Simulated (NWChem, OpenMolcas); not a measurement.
How basis sets differ on BH (SMILES [BH])

The species is BH (2 atoms), meant as a singlet with charge 0. SMILES: `[BH]`. The bond length is the measured one.

```xyz
2

B     0.0000    0.0000    0.0000
H     0.0000    0.0000    1.2324
```

Each level gives the dipole moment (D). The values are calculated.

```csv
level,kind,program,value (D),CPU time
B3LYP/6-31G,global hybrid,OpenMolcas,1.34,2.5 s
B3LYP/6-31G* (spherical functions),global hybrid,NWChem,1.32,2.4 s
B3LYP/6-31G* (Cartesian functions),global hybrid,OpenMolcas,1.32,3 s
B3LYP/6-31G** (spherical functions),global hybrid,OpenMolcas,1.32,2.9 s
B3LYP/def2-TZVPPD,global hybrid,OpenMolcas,1.57,5.8 s
B3LYP/pcseg-3,global hybrid,NWChem,1.57,5.8 s
```

The values span 1.32 to 1.57 D. Magnitudes only. Sets without polarisation functions give poor dipoles. CPU times are rough (shared hosts, several kinds of processor and program).
